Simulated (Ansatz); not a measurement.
**CH₆NSi+: functionals against CCSD(T) at one geometry**

Aim: energy, forces and dipole at a structure displaced at random from a GFN2-xTB minimum, from CCSD(T) and from density functionals.

Method: single points in def2-TZVPP; program: Ansatz 0.2.0, Gaussian basis.

Correlated methods freeze the cores.

### 1 Starting geometry

SMILES `[NH2+]=C[SiH3]`, 9 atoms, charge 1, spin multiplicity 1.

Atoms are counted from 1 here; the program's logs count them from 0.

Bond lengths: N1–C2 1.329 Å, N1–H4 0.999 Å, N1–H5 0.999 Å, C2–Si3 1.958 Å, C2–H6 1.070 Å, Si3–H7 1.502 Å, Si3–H8 1.441 Å, Si3–H9 1.434 Å. Angles: C2–N1–H4 124.1°, C2–N1–H5 112.7°, H4–N1–H5 123.0°, N1–C2–Si3 120.9°, N1–C2–H6 119.1°, Si3–C2–H6 119.7°, C2–Si3–H7 99.6°, C2–Si3–H8 103.6°, C2–Si3–H9 100.2°, H7–Si3–H8 107.7°, H7–Si3–H9 113.3°, H8–Si3–H9 127.8°.

Coordinates:

```xyz
9

N    -0.83850    0.69630   -1.04970
C    -0.02040    0.72300   -0.00300
Si    0.54730   -0.93320    0.87290
H    -1.09010   -0.13570   -1.54250
H    -1.11870    1.60900   -1.34360
H     0.25280    1.66680    0.42070
H     2.03700   -0.77220    0.77030
H     0.15340   -1.96010   -0.05780
H     0.04250   -0.70660    2.19620
```

### 2 CCSD(T)/def2-TZVPP

File run/in.yaml:

```yaml
crystal:
  periodic: [false, false, false]
  atoms:
    - {symbol: N, position_ang: [-0.838500, 0.696300, -1.049700]}
    - {symbol: C, position_ang: [-0.020400, 0.723000, -0.003000]}
    - {symbol: Si, position_ang: [0.547300, -0.933200, 0.872900]}
    - {symbol: H, position_ang: [-1.090100, -0.135700, -1.542500]}
    - {symbol: H, position_ang: [-1.118700, 1.609000, -1.343600]}
    - {symbol: H, position_ang: [0.252800, 1.666800, 0.420700]}
    - {symbol: H, position_ang: [2.037000, -0.772200, 0.770300]}
    - {symbol: H, position_ang: [0.153400, -1.960100, -0.057800]}
    - {symbol: H, position_ang: [0.042500, -0.706600, 2.196200]}
basis:
  gaussian: {orbitals: def2-TZVPP}
total_charge: 1
correlation: {method: ccsd_t}
output: {forces: true}
```

No record of the launch command was kept for these runs.

### 3 PBE0-D4/def2-TZVPP

run/in.yaml: that of step 2 with these lines changed.

```diff
@@ -15,3 +15,3 @@
 total_charge: 1
-correlation: {method: ccsd_t}
-output: {forces: true}
+hamiltonian: {xc: pbe0, dispersion: d4}
+output: {forces: true, orbitals: {seedname: orbitals}}
```

### 4 wB97M-V/def2-TZVPP

run/in.yaml: that of step 3 with these lines changed.

```diff
@@ -15,3 +15,3 @@
 total_charge: 1
-hamiltonian: {xc: pbe0, dispersion: d4}
-output: {forces: true, orbitals: {seedname: orbitals}}
+hamiltonian: {xc: {name: wB97M-V}}
+output: {forces: true}
```

### 5 r2SCAN-D4/def2-TZVPP

run/in.yaml: that of step 4 with these lines changed.

```diff
@@ -15,3 +15,3 @@
 total_charge: 1
-hamiltonian: {xc: {name: wB97M-V}}
+hamiltonian: {xc: r2scan, dispersion: d4}
 output: {forces: true}
```

### 6 PBE-D4/def2-TZVPP

run/in.yaml: that of step 5 with these lines changed.

```diff
@@ -15,3 +15,3 @@
 total_charge: 1
-hamiltonian: {xc: r2scan, dispersion: d4}
+hamiltonian: {xc: pbe, dispersion: d4}
 output: {forces: true}
```

### 7 wB97X-V/def2-TZVPP

run/in.yaml: that of step 6 with these lines changed.

```diff
@@ -15,3 +15,3 @@
 total_charge: 1
-hamiltonian: {xc: pbe, dispersion: d4}
+hamiltonian: {xc: {name: wB97X-V}}
 output: {forces: true}
```

### 8 CAM-B3LYP-D4/def2-TZVPP

run/in.yaml: that of step 7 with these lines changed.

```diff
@@ -15,3 +15,3 @@
 total_charge: 1
-hamiltonian: {xc: {name: wB97X-V}}
+hamiltonian: {xc: {name: CAM-B3LYP}, dispersion: d4}
 output: {forces: true}
```

(Steps that only read results are left out.)

Q: Predict the outcome of this session. Wanted: energy less free atoms, CCSD(T)/def2-TZVPP; RMS force component; RMS force error; HOMO and LUMO, PBE0-D4; T1 diagnostic.

**Answer**, as computed:

| quantity | value |
| --- | --- |
| energy less free atoms, CCSD(T)/def2-TZVPP | -531.0 kcal/mol |
| RMS force component | 1.123 to 1.270 eV/Å over the methods |
| RMS force error | PBE0-D4 0.184, wB97M-V 0.150, r2SCAN-D4 0.108, PBE-D4 0.174, wB97X-V 0.153, CAM-B3LYP-D4 0.197 eV/Å |
| HOMO and LUMO, PBE0-D4 | -14.67 and -8.05 eV |
| T1 diagnostic | 0.017 |

What this shows: Against CCSD(T) the functionals' energies less atoms differ by -26.5 to -14.7 kcal/mol, PBE-D4 by -26.5 kcal/mol. CCSD(T) in triple zeta still lacks some correlation energy of the bonds, so part of these gaps is its own basis error and they don't rank the functionals. On forces the order runs from r2SCAN-D4 to CAM-B3LYP-D4. Frozen-core CCSD(T) forces in triple zeta carry basis errors of their own, and this is one geometry, so small gaps rank nothing.
